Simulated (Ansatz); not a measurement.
Rutile CrO2 was calculated with r²SCAN (Ansatz, a program for electronic structure, PAW).

Settings: plane-wave cutoff 560 eV, 12×12×18 k mesh (along the axes of the cell as run), Fermi–Dirac smearing 0.05 eV, spin-polarised with parallel moments, scalar-relativistic PAW data made under PBE.

A third-order Birch–Murnaghan fit to the energies gives V0 = 9.412 Å³/atom, B0 = 253 GPa, B′ = 5.0.

```
V (Å³/atom)  P (GPa)
-----------  -------
9.035          11.42
9.223              ?
9.412           0.00
9.600              ?
9.788          -8.98
```

Estimate the withheld pressures from this fit; the answers are the runs' own values.


- 9.223, P (GPa): 5.37
- 9.600, P (GPa): -4.77

The formula P = (3/2) B0 (x^(7/3) − x^(5/3)) [1 + (3/4)(B′ − 4)(x^(2/3) − 1)] with x = V0/V meets the computed pressures within 0.04 GPa when these rounded values are put in.

Shape and atoms are relaxed at each volume.

Measured, for comparison: bulk modulus 242 ± 2 GPa (temperature not stated, not corrected to a static lattice, equation of state from high-pressure X-ray diffraction; as tabulated in Datta et al. (2023), arXiv:2307.04584). Computed (rounded) less measured: bulk modulus +5 %. A static lattice is as a rule a little smaller and stiffer than an uncorrected measurement, which narrows the difference in the bulk modulus and would widen misses of the other sign.

Note: the bulk modulus comes from volumes at which shape and atoms were relaxed.

Computed values are for the static lattice.
